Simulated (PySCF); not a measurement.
Gas-phase reaction: 2 SiHCl₂ + Si₂H₆ ⇌ 4 SiH + 4 HCl

Method: PySCF energies plus ideal-gas RRHO corrections (1 bar). † marks an energy on the PBE0/def2-TZVP geometry and frequencies; other levels use their own. CCSD(T) freezes the core. 6-31G* has spherical d functions here. Open shells (unrestricted): SiHCl₂ (multiplicity 2), SiH (multiplicity 2); the rest are closed-shell singlets. Spin-orbit splitting is ignored; it lowers the true energy and changes the entropy of SiH. SiHCl₂: computed as isolated molecules; such fragments, hydroxides, amides, oligomers or adducts are transient or little studied in the gas. CCSD(T) isn't extrapolated to the basis-set limit.

HF/6-31G* gives ΔH°(298 K) = 1176 kJ.

Q: What do M06-2X/def2-TZVP†, CCSD(T)/def2-SVP†, BLYP/def2-TZVP† give?

A: M06-2X/def2-TZVP†: 1372 kJ; CCSD(T)/def2-SVP†: 1214 kJ; BLYP/def2-TZVP†: 1250 kJ. For scale, ΔH°(298 K) is 1176 kJ at this level, 1352 kJ at ωB97M-V/def2-TZVP†, and runs from 1176 to 1530 kJ over the 19 levels computed († marks an energy on the PBE0/def2-TZVP geometry).
